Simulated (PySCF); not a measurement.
Structure problem from calculated spectra and properties.

Formula: BH3O.

| Quantity | Value |
| --- | --- |
| Couplings | largest of the computed one-bond spin–spin couplings (means over like bonds): 11B–1H +151.4 (×2), 17O–1H -77.1, 17O–11B -0.3 Hz [B3LYP/pcJ-1] |
| XPS | B1s 197.3, O1s 539.9 eV [ΔSCF SCAN, pcX-2 on the ionised atom, pcseg-1 elsewhere, spin-free X2C] |
| Rotational structure | rotational constants A, B, C: 169.700, 30.736, 26.023 GHz [PBE0-D3(BJ)/def2-SVP] |
| Valence photoelectron | vertical ionisation energy: 11.86 eV [ΔSCF wB97X-D/def2-SVPD] |
| UV, first state | lowest singlet excitation: 6.57 eV (189 nm, f = 0.000) [TDDFT wB97X-D/def2-SVPD] |
| Triplet | lowest triplet excitation (Tamm–Dancoff): 6.01 eV [TDA wB97X-D/def2-SVPD] |

Gas-phase values; electronic properties from PySCF, density fitting. Levels stand in brackets. One conformer (not necessarily the lowest) at the PBE0-D3(BJ)/def2-SVP geometry, without solvent, vibrations or thermal averaging.

**Question.** Propose a structure and show how it fits.

**Answer.** The couplings run between: +151.4 Hz, three-coordinate boron and its hydrogen (with 1 like pair); -77.1 Hz, boron-bound oxygen and its hydrogen; -0.3 Hz, boron-bound oxygen and three-coordinate boron. The core levels belong to: B1s 197.3 eV, three-coordinate boron; O1s 539.9 eV, boron-bound oxygen. The first electron is taken from the HOMO, whose largest Löwdin shares are 0.34 on the three-coordinate boron, 0.24 on the boron-bound oxygen, 0.20 on a B–H hydrogen and 0.18 on a B–H hydrogen. The optimised geometry has point group Cs and is an asymmetric top. Structure: borinic acid (`OB`).
